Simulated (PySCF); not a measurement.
Simulated outer-valence photoelectron spectrum of `FP(F)P(F)F` (diphosphorus tetrafluoride). Level of theory: EOM-IP-CCSD/aug-cc-pVDZ in PySCF, restricted Hartree–Fock reference, frozen core, non-relativistic, gas phase, PBE0-D3(BJ)/def2-SVP geometry.

Each root has a Gaussian of 0.8 eV full width with its one-hole share as area; cross sections and vibrations are left out, and the highest printed point is 100.

```json
{"ionisation energy (eV)": "8.6", "intensity": "0"}
{"ionisation energy (eV)": "8.8", "intensity": "1"}
{"ionisation energy (eV)": "9.0", "intensity": "3"}
{"ionisation energy (eV)": "9.2", "intensity": "8"}
{"ionisation energy (eV)": "9.4", "intensity": "20"}
{"ionisation energy (eV)": "9.6", "intensity": "33"}
{"ionisation energy (eV)": "9.8", "intensity": "39"}
{"ionisation energy (eV)": "10.0", "intensity": "33"}
{"ionisation energy (eV)": "10.2", "intensity": "19"}
{"ionisation energy (eV)": "10.4", "intensity": "8"}
{"ionisation energy (eV)": "10.6", "intensity": "2"}
{"ionisation energy (eV)": "10.8", "intensity": "1"}
{"ionisation energy (eV)": "11.0", "intensity": "0"}
{"ionisation energy (eV)": "11.2", "intensity": "0"}
{"ionisation energy (eV)": "11.4", "intensity": "0"}
{"ionisation energy (eV)": "11.6", "intensity": "0"}
{"ionisation energy (eV)": "11.8", "intensity": "1"}
{"ionisation energy (eV)": "12.0", "intensity": "5"}
{"ionisation energy (eV)": "12.2", "intensity": "15"}
{"ionisation energy (eV)": "12.4", "intensity": "28"}
{"ionisation energy (eV)": "12.6", "intensity": "37"}
{"ionisation energy (eV)": "12.8", "intensity": "35"}
{"ionisation energy (eV)": "13.0", "intensity": "23"}
{"ionisation energy (eV)": "13.2", "intensity": "11"}
{"ionisation energy (eV)": "13.4", "intensity": "4"}
{"ionisation energy (eV)": "13.6", "intensity": "4"}
{"ionisation energy (eV)": "13.8", "intensity": "10"}
{"ionisation energy (eV)": "14.0", "intensity": "22"}
{"ionisation energy (eV)": "14.2", "intensity": "34"}
{"ionisation energy (eV)": "14.4", "intensity": "38"}
{"ionisation energy (eV)": "14.6", "intensity": "31"}
{"ionisation energy (eV)": "14.8", "intensity": "23"}
{"ionisation energy (eV)": "15.0", "intensity": "28"}
{"ionisation energy (eV)": "15.2", "intensity": "48"}
{"ionisation energy (eV)": "15.4", "intensity": "75"}
{"ionisation energy (eV)": "15.6", "intensity": "94"}
{"ionisation energy (eV)": "15.8", "intensity": "100"}
{"ionisation energy (eV)": "16.0", "intensity": "98"}
{"ionisation energy (eV)": "16.2", "intensity": "95"}
{"ionisation energy (eV)": "16.4", "intensity": "87"}
{"ionisation energy (eV)": "16.6", "intensity": "74"}
{"ionisation energy (eV)": "16.8", "intensity": "55"}
{"ionisation energy (eV)": "17.0", "intensity": "35"}
{"ionisation energy (eV)": "17.2", "intensity": "17"}
{"ionisation energy (eV)": "17.4", "intensity": "6"}
{"ionisation energy (eV)": "17.6", "intensity": "2"}
{"ionisation energy (eV)": "17.8", "intensity": "0"}
```

Q: Where are the maxima, and how many lines lie under the curve?

A: 4 maxima, at 9.8, 12.7, 14.4 and 15.8 eV, from 8 lines. At this width some lines have no maximum of their own.

Q: List the lines with their holes.

A: 
```json
{"E (eV)": "9.80", "leading hole (HF orbital)": "HOMO", "area": "0.96", "Koopmans (eV)": "10.36"}
{"E (eV)": "12.67", "leading hole (HF orbital)": "HOMO-1", "area": "0.92", "Koopmans (eV)": "13.82"}
{"E (eV)": "14.36", "leading hole (HF orbital)": "HOMO-2", "area": "0.94", "Koopmans (eV)": "16.10"}
{"E (eV)": "15.49", "leading hole (HF orbital)": "HOMO-3", "area": "0.94", "Koopmans (eV)": "18.19"}
{"E (eV)": "15.62", "leading hole (HF orbital)": "HOMO-4", "area": "0.94", "Koopmans (eV)": "18.31"}
{"E (eV)": "16.05", "leading hole (HF orbital)": "HOMO-5", "area": "0.94", "Koopmans (eV)": "18.93"}
{"E (eV)": "16.33", "leading hole (HF orbital)": "HOMO-6", "area": "0.94", "Koopmans (eV)": "19.16"}
{"E (eV)": "16.74", "leading hole (HF orbital)": "HOMO-7", "area": "0.93", "Koopmans (eV)": "19.50"}
```

The widest gap, 2.87 eV, lies between 9.80 and 12.67 eV. Only orbitals with −ε under 21 eV, eight at most, were ionised, so the high end of the curve may lack lines.

Conformer computed: `[F:1][P:2]([F:3])[P:4]([F:5])[F:6]`: F1–P2–P4–F5 -179°.

One conformer stands for the species.
